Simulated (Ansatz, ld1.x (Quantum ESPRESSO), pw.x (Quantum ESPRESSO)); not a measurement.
# From atom to crystal: PAW potential for La (Z = 57)

La (Z = 57), PAW, made with ld1.x (Quantum ESPRESSO) 7.5 (LDA (PW92), scalar-relativistic). Core [Kr] 4d10, reference 4f0 5s2 5p6 5d1.5 6s1.5 6p0. Waves: 5s (bound): rcut 2.30, rcutus 2.70 bohr; 6s (bound): rcut 2.30, rcutus 2.70 bohr; 5p (bound): rcut 2.35, rcutus 2.55 bohr; 6p (bound, empty): rcut 2.35, rcutus 2.55 bohr; 5d (bound): rcut 3.25, rcutus 3.90 bohr; 5d channel at 1.05 Ry: rcut 3.25, rcutus 3.90 bohr; 4f (bound, empty): rcut 0.90, rcutus 1.15 bohr; 4f channel at 0.25 Ry: rcut 0.90, rcutus 1.15 bohr. Local part: all-electron potential smoothed inside 2.00 bohr (lloc = -1). Core correction: Bessel-smoothed model core inside 0.70 bohr. Augmentation charge: PSQ, inside the norm-conserving radii.

Crystal test: bcc La in pw.x 7.5, no spin, 11³ k-points, Fermi–Dirac smearing 0.01 Ry, cutoffs 40/900 Ry. The lattice is a test structure that the element need not adopt, and mesh and smearing are coarse.

pw.x input:

```
&control
  calculation='scf', prefix='x', pseudo_dir='./', outdir='./tmp', tstress=.true., disk_io='none'
/
&system
  ibrav=0, nat=1, ntyp=1, ecutwfc=40, ecutrho=900, nbnd=13,
  occupations='smearing', smearing='fd', degauss=0.01
/
&electrons
  conv_thr=1e-09, mixing_beta=0.4, electron_maxstep=70
/
ATOMIC_SPECIES
La 1.0 La.UPF
CELL_PARAMETERS angstrom
  -2.02779931 2.02779931 2.02779931
  2.02779931 -2.02779931 2.02779931
  2.02779931 2.02779931 -2.02779931
ATOMIC_POSITIONS crystal
La 0.0000 0.0000 0.0000
K_POINTS automatic
11 11 11 0 0 0
```

```bash
pw.x < La.scf.in > La.scf.out
```

Question: How does the run end?

Answer: It converges; the pressure is 0.76 GPa against -0.04 GPa from all-electron LAPW. The largest radius (3.90 bohr) exceeds half the bond length (3.32 bohr), so the spheres overlap, which is one possible source of error among others. This is a poor potential for the solid. Atomic configuration tests: test run stopped at test 3 of 9 (negative rho). The log shows:

```
     iteration #  2     ecut=    40.00 Ry     beta= 0.40
     total energy              =    -445.32506722 Ry
     estimated scf accuracy    <       0.00296833 Ry
     iteration #  3     ecut=    40.00 Ry     beta= 0.40
     total energy              =    -445.32587471 Ry
     estimated scf accuracy    <       0.00003196 Ry
     iteration #  4     ecut=    40.00 Ry     beta= 0.40
     c_bands:  1 eigenvalues not converged
     c_bands:  1 eigenvalues not converged
     c_bands:  1 eigenvalues not converged
     c_bands:  1 eigenvalues not converged
     [... 2 repeated lines left out ...]
     total energy              =    -445.32605229 Ry
     estimated scf accuracy    <       0.00005780 Ry
     [... 11 iterations left out ...]
     iteration # 16     ecut=    40.00 Ry     beta= 0.40
     total energy              =    -445.32593418 Ry
     estimated scf accuracy    <       0.00000015 Ry
     iteration # 17     ecut=    40.00 Ry     beta= 0.40
     total energy              =    -445.32593417 Ry
     estimated scf accuracy    <       0.00000009 Ry
     iteration # 18     ecut=    40.00 Ry     beta= 0.40
     total energy              =    -445.32593417 Ry
     estimated scf accuracy    <       0.00000003 Ry
     iteration # 19     ecut=    40.00 Ry     beta= 0.40
     the Fermi energy is    12.3498 ev
!    total energy              =    -445.32593417 Ry
     estimated scf accuracy    <          1.7E-10 Ry
     smearing contrib. (-TS)   =      -0.00892067 Ry
     The total energy is F=E-TS. E is the sum of the following terms:
     one-electron contribution =      -0.59918866 Ry
     hartree contribution      =       6.70124534 Ry
     xc contribution           =     -75.57463472 Ry
     ewald contribution        =     -57.45680232 Ry
     one-center paw contrib.   =    -318.38763314 Ry
     convergence has been achieved in  19 iterations
          total   stress  (Ry/bohr**3)                   (kbar)     P=        7.57
     Message from routine punch:
     Nothing written, as per user request (disk_io='none')
```
